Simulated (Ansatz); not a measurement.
**CH5BS: up Jacob's ladder to CCSD(T)**

One table from this session's results is given with a row withheld; the runs are named, their logs left out.

Program: Ansatz 0.2.0, Gaussian basis. Level of theory: functionals in def2-TZVPP, the program's frozen cores in correlated methods. These are calculated values, not measurements.

Levels to be run: LDA (SPW92), PBE-D4, revPBE-D4, BLYP-D4, r2SCAN-D4, B97M-V, PBE0-D4, B3LYP-D4, r2SCANh-D4, r2SCAN0-D4, HSE06-D4, BHLYP-D4, CAM-B3LYP-D4, LC-ωPBE, ωB97X-V, ωB97M-V, B2PLYP, PBE-QIDH; CCSD(T)/def2-SVP; CCSD(T)/def2-TZVPP; MP2/def2-QZVPP; extrapolation to the limit; RPA on PBE.

### The geometry

An earlier PBE0-D4 in a triple-zeta def2 set relaxation fixed the geometry.

SMILES `BSC`, 8 atoms, charge 0, spin multiplicity 1.

Atoms are counted from 1 here; the program's logs count them from 0.

Bond lengths: B1–S2 1.749 Å, B1–H4 1.194 Å, B1–H5 1.193 Å, S2–C3 1.809 Å, C3–H6 1.090 Å, C3–H7 1.090 Å, C3–H8 1.088 Å. Angles: S2–B1–H4 121.2°, S2–B1–H5 115.9°, H4–B1–H5 123.0°, B1–S2–C3 105.8°, S2–C3–H6 109.1°, S2–C3–H7 109.0°, S2–C3–H8 109.9°, H6–C3–H7 109.0°, H6–C3–H8 109.9°, H7–C3–H8 109.9°.

Set-up of the first run:

Contents of in.yaml:

```yaml
crystal:
  periodic: [false, false, false]
  atoms:
    - {symbol: B, position_ang: [-0.869860, 0.955377, -0.908043]}
    - {symbol: S, position_ang: [0.707846, 0.854070, -0.159016]}
    - {symbol: C, position_ang: [0.741398, -0.735745, 0.702946]}
    - {symbol: H, position_ang: [-1.667750, 0.075288, -0.790320]}
    - {symbol: H, position_ang: [-1.086108, 1.947787, -1.532927]}
    - {symbol: H, position_ang: [0.910647, -0.561005, 1.765134]}
    - {symbol: H, position_ang: [1.559561, -1.336980, 0.307263]}
    - {symbol: H, position_ang: [-0.203535, -1.255992, 0.559162]}
basis:
  gaussian: {orbitals: def2-TZVPP}
hamiltonian: {xc: lda}
output: {orbitals: {seedname: orbitals}}
```

Steps of the session up to this table: LDA; PBE-D4 (GGA); revPBE-D4 (GGA); BLYP-D4 (GGA); r2SCAN-D4 (meta-GGA); B97M-V (meta-GGA); PBE0-D4 (hybrid); B3LYP-D4 (hybrid); r2SCANh-D4 (hybrid); r2SCAN0-D4 (hybrid); HSE06-D4 (hybrid); BHLYP-D4 (hybrid); CAM-B3LYP-D4 (range-separated); LC-ωPBE-D4 (range-separated; the results give it without D4); ωB97X-V (range-separated); ωB97M-V (range-separated); B2PLYP (double hybrid); PBE-QIDH (double hybrid).

One of the session's tables, all rows but one given; the rest of the session is left out.

It belongs to the step «Orbital energies across the functionals». 

| functional | HOMO (eV) | gap (eV) |
| --- | --- | --- |
| LDA (SPW92) | -6.87 | 4.65 |
| PBE-D4 | -6.74 | 4.75 |
| revPBE-D4 | -6.69 | 4.79 |
| BLYP-D4 | -6.56 | 4.74 |
| r2SCAN-D4 | -6.95 | 5.28 |
| B97M-V | -7.02 | 5.30 |
| PBE0-D4 | -7.85 | 6.80 |
| B3LYP-D4 | -7.61 | 6.36 |
| r2SCANh-D4 | -7.36 | 6.02 |
| r2SCAN0-D4 | ? | ? |
| HSE06-D4 | -7.45 | 6.02 |
| BHLYP-D4 | -8.80 | 8.77 |
| CAM-B3LYP-D4 | -9.13 | 9.17 |
| LC-ωPBE | -10.51 | 11.68 |
| ωB97X-V | -10.15 | 11.24 |
| ωB97M-V | -10.02 | 10.90 |

Estimate the missing values for r2SCAN0-D4.

Worked estimate for «HOMO (eV)». Against the share of exact exchange, r2SCAN-D4 (0, -6.95), r2SCANh-D4 (0.1, -7.36) give a slope of -4.10 per unit share; at 0.25 the line stands at -7.97.

The run gave: HOMO (eV): -7.99; gap (eV): 7.13. In «HOMO (eV)» the line misses by +0.02.
